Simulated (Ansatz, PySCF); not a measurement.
Gas-phase enthalpy of formation at 298 K, by the atomisation route, of OCl (HOCl) (SMILES; HOCl). Structures are relaxed separately at B3LYP-D3(BJ)/def2-TZVP in Ansatz (a first-principles code). Correlated levels leave the core frozen unless marked. Open shells are spin-unrestricted. No spin-orbit coupling. Non-relativistic. CBS marks a two-point X^-3 extrapolation of the correlation energy; Hartree-Fock from the larger set. Thermal terms are rigid-rotor harmonic-oscillator values from B3LYP-D3(BJ) frequencies (PySCF) at 298.15 K and 1 atm. 1 Eh = 627.5095 kcal/mol.

| species | count | E, CCSD(T)/CBS(aug-cc-pV(T+d)Z,aug-cc-pV(Q+d)Z) (Ansatz) (Eh) | E, PBE/def2-TZVPD (Ansatz) (Eh) | measured ΔHf at 0 K (kcal/mol) | H(298) - H(0) of the element (kcal/mol) |
|---|---|---|---|---|---|
| OCl (HOCl) | 1 | -535.47498 | -535.74775 | - | - |
| Cl atom | 1 | -459.70675 | -459.95933 | 28.59 | 1.10 |
| H atom | 1 | -0.49995 | -0.49962 | 51.63 | 1.01 |
| O atom | 1 | -75.00379 | -75.01069 | 58.99 | 1.04 |

Molecule: zero-point energy 8.21, H(298) - H(0) 2.44 kcal/mol. The route leaves out scalar relativity and anharmonic zero-point terms, the atoms' spin-orbit terms, and in the frozen-core level the core correlation. Atomic data: G2/97 table in ASE.

### Question
Work out De, D0 and ΔHf at 0 and 298 K at both levels, and their errors against the measured value.

### Answer

The atoms' values sum to 139.21 (0 K) and 3.15 (thermal), in kcal/mol.
- CCSD(T)/CBS(aug-cc-pV(T+d)Z,aug-cc-pV(Q+d)Z): De = 165.97; D0 = 165.97 - 8.21 = 157.76; ΔHf(0 K) = 139.21 - 157.76 = -18.55; ΔHf(298 K) = -18.55 + 2.44 - 3.15 = -19.26; error -0.9.
- PBE/def2-TZVPD: De = 174.52; D0 = 174.52 - 8.21 = 166.31; ΔHf(0 K) = 139.21 - 166.31 = -27.10; ΔHf(298 K) = -27.10 + 2.44 - 3.15 = -27.81; error -9.4.
Measured: -18.4 kcal/mol (Active Thermochemical Tables 1.112 (ions: stationary electron), as tabulated in the package chemicals).
